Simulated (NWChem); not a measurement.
System: NH$_{2}$ anion

```xyz
3

N      0.0000     0.0000     0.1362
H      0.7985     0.0000    -0.5145
H     -0.7985     0.0000    -0.5145
```
Atoms are numbered in this order, from 1.

Results from NWChem. Geometry: optimised at B3LYP/def2-SVPD. The gas-phase anion has a positive highest level at the geometry level, so the gas reference is doubtful. Level: M05-2X/def2-SVPD with SMD (1 M gas to 1 M solution), gas-phase geometry. Reactions with the solvent are ignored.

| solvent | dielectric constant | solvation free energy (kcal/mol) | cavity-dispersion-structure term (kcal/mol) |
|---|---|---|---|
| water | 78.4 | -84.8 | 1.5 |
| 1-octanol | 9.86 | -76.3 | 2.1 |
| 2-propanol | 19.3 | -81.0 | 1.9 |
| cyclohexane | 2.02 | -41.7 | 2.0 |
| chlorobenzene | 5.70 | [?] | 2.2 |

What belongs in the gaps?


- chlorobenzene, solvation free energy (kcal/mol): -69.7
